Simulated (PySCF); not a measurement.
Series: triple bonds. Isolated molecules, 0 K electronic values unless said otherwise. Strings in code marks are SMILES.

The HOMO–LUMO gap from two functionals at the same geometries (PBE0-D4/def2-TZVP), both in PySCF: PBE-D3(BJ)/def2-TZVP and PBE0-D4/def2-TZVP. 

```csv
species,PBE-D3(BJ)/def2-TZVP (eV),PBE0-D4/def2-TZVP (eV)
`B=S`,5.30,7.35
`[C-]#[S+]`,3.98,6.56
`[O+]#[Si-]`,4.63,6.84
`[Ge-]#[O+]`,4.33,6.47
```

Over these rows, drawn at random from the members with no instability flagged (it was tested for open shells, ions and some series alone), PBE minus PBE0-D4: mean -2.24 eV, from -2.57 eV to -2.05 eV.
